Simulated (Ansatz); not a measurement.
Rock-salt ZrC, treated with r²SCAN+rVV10 in Ansatz (plane waves, PAW).

Run with plane-wave cutoff 560 eV, 20×20×20 k mesh, Fermi–Dirac smearing 0.05 eV, scalar-relativistic PAW data made under PBE.

Energies at three volumes about the minimum:

```
V (Å³/atom)  E − E_lowest (meV/atom)
-----------  -----------------------
12.744                          3.92
13.004                          0.00
13.264                          3.66
```

Fit a parabola by hand: where is the minimum, what lattice constant follows, and what is the bulk modulus?

Slopes: (0.00 − 3.92)/(13.004 − 12.744) = -15.077 and (3.66 − 0.00)/(13.264 − 13.004) = 14.077 meV/Å³. Curvature E″ = 2 × (14.077 − (-15.077))/(13.264 − 12.744) = 112.131 meV/Å⁶. From the middle of the first interval, the slope vanishes at V0 = 12.8740 − (-15.077)/112.131 = 13.008 Å³/atom. B = V0 E″ = 13.008 × 112.131 meV/Å³ × 0.1602 GPa per meV/Å³ = 234 GPa. With 8 atoms in the cube, a = (8 × 13.008)^(1/3) = 4.704 Å. The full Birch–Murnaghan fit to all volumes gives V0 = 13.004 Å³/atom and B0 = 233 GPa.

Measured, for comparison: bulk modulus 223 GPa (temperature not stated, no zero-point or thermal correction, from single-crystal elastic constants, our sources range from 208 to 223; as tabulated in arXiv:1102.4063); lattice constant a 4.696 Å (temperature not stated, no zero-point or thermal correction; as tabulated in Zhang et al. (2018), doi:10.1088/1367-2630/aac7f0). Computed (rounded) less measured: bulk modulus +4 % (+4 % to +12 % over the range). A static lattice is as a rule a little smaller and stiffer than an uncorrected measurement, which narrows the difference in the bulk modulus and would widen misses of the other sign.

Ansatz is a first-principles code.
